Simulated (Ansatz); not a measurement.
Consider the isomerisation: `C/N=C/S` → `C1NCS1`.

Program: Ansatz. Geometries: PBE0-D4/def2-TZVP. ΔE: electronic, gas phase. CCSD(T)/CBS is the MP2 limit (def2-TZVPP, def2-QZVPP) plus CCSD(T) − MP2 in def2-TZVPP, frozen cores. Functionals use def2-TZVPP. HSE06 is defined as in plane-wave codes. Each species was taken in one conformer, which may not be the lowest.

CCSD(T)/CBS gives +44.6 kJ/mol.

**Question.** Another level gave +40.3 kJ/mol. Which?
A. HSE06/def2-TZVPP
B. LC-ωPBE/def2-TZVPP
C. CCSD(T)/def2-TZVPP
D. BHLYP/def2-TZVPP

**Answer.** A. HSE06 40.3, BHLYP 53.2, CCSD(T)/def2-TZVPP 48.0, LC-ωPBE 26.9 kJ/mol.

Largest T1 diagnostic among the species: 0.013.

From PBE to PBE0 (25 % exact exchange), in def2-TZVPP and without D4, ΔE moves by −13.6 kJ/mol. In def2-TZVPP, CCSD(T) changes the Hartree–Fock value by −8.3 kJ/mol (the triples alone add +2.0 kJ/mol) and MP2 by −12.8 kJ/mol. At CCSD(T), def2-SVP lies +18.5 kJ/mol from the extrapolated value and def2-TZVPP +3.4 kJ/mol.
